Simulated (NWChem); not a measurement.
Correlation energy of Li₂

```xyz
2

Li     0.0000     0.0000     1.3936
Li     0.0000     0.0000    -1.3936
```
Charge 0, spin multiplicity 1.

The numbers come from NWChem runs, not from measurements. All single points use one geometry, from PBE0/def2-SVP, a minimum by its harmonic frequencies.

Basis set: cc-pVDZ. Each correlation energy counts from its own Hartree-Fock reference.

The correlated methods freeze no orbitals. The structure started from a generated list of species. Coupled-cluster values serve here as a point of comparison, not as the truth.

| method | correlation energy (mHa) |
|---|---|
| MP2 | (withheld) |
| SCS-MP2 | (withheld) |
| CCSD | -31.2 |
| CCSD+T(CCSD) | -31.3 |
| CCSD(T) | -31.3 |
| CR-CCSD[T] | -31.3 |
| CR-CCSD(T) | -31.3 |
| CCSDT | -31.3 |

Task: What belongs in the gaps?

Result: 
- MP2, correlation energy (mHa): -19.8
- SCS-MP2, correlation energy (mHa): -23.7
